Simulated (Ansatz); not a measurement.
From input file to script: C₂H₃N, SMILES C1=NC1 in Ansatz 0.2.0.

```yaml
crystal:
  periodic: [false, false, false]
  atoms:
    - { symbol: C, position_ang: [-0.4786, -0.6331, -0.2522] }
    - { symbol: "N", position_ang: [0.4304, -1.0739, 0.364] }
    - { symbol: C, position_ang: [0.3027, 0.4497, 0.1482] }
    - { symbol: H, position_ang: [-1.3851, -0.6642, -0.8253] }
    - { symbol: H, position_ang: [1.0677, 0.8429, -0.5398] }
    - { symbol: H, position_ang: [0.105, 1.0147, 1.0589] }
basis:
  gaussian:
    orbitals: "6-31G*"
correlation:
  method: sc_nevpt2
  active_space:
    window:
      electrons: 2
      orbitals: 3
```

`cas_c2h3n.py`:
```python
"""Active-space calculation on C2H3N."""

import logging
import sys

import ansatz as az

logging.basicConfig(stream=sys.stdout, format="%(levelname)s %(message)s")
log = logging.getLogger("ansatz_job")
log.setLevel(logging.INFO)

BASIS_SET = "6-31G*"

GEOMETRY = """
C    -0.47860   -0.63310   -0.25220
N     0.43040   -1.07390    0.36400
C     0.30270    0.44970    0.14820
H    -1.38510   -0.66420   -0.82530
H     1.06770    0.84290   -0.53980
H     0.10500    1.01470    1.05890
"""

mol = az.Crystal.molecule()
for line in GEOMETRY.strip().splitlines():
    symbol, *xyz = line.split()
    mol = mol.atom(symbol, [float(v) for v in xyz])

setup = (
    mol.calculation()
    .basis(gaussian=BASIS_SET)
    .correlation(active_electrons=2, active_orbitals=3)
)
for method in ["sc_nevpt2"]:
    rep = (setup if method is None else setup.correlation(method)).run(threads=1).report
    space = rep["configurations"]
    state = space["states"][0]
    print(method or "casscf", f"total {rep['free_energy_ev'] / 27.211386246:.6f} Ha, active-space state {state['energy']['hartree']:.6f} Ha, mean field {rep['reference_energy_ev'] / 27.211386246:.6f} Ha")
    print("  determinants", state["n_determinants"], " natural occupations", [round(n, 3) for n in space["natural_occupations"]])
```

Running `python cas_c2h3n.py` prints:
```text
sc_nevpt2 total -132.234145 Ha, active-space state -131.854812 Ha, mean field -131.823611 Ha
  determinants 9  natural occupations [1.931, 0.067, 0.002]
```

Total energies depend on the basis set; only differences at equal settings carry meaning. The geometry is a force-field or estimated start, not a minimum of this method, and the basis set is short of its limit. The active space starts as a window about the frontier orbitals and is then optimised, not chosen by chemistry. Timing: 3.3 s on 1 thread of Arm Neoverse N1, on a shared host, peak memory 0.15 GiB.

(Lines on the test bed's own set-up are left out of the output.)
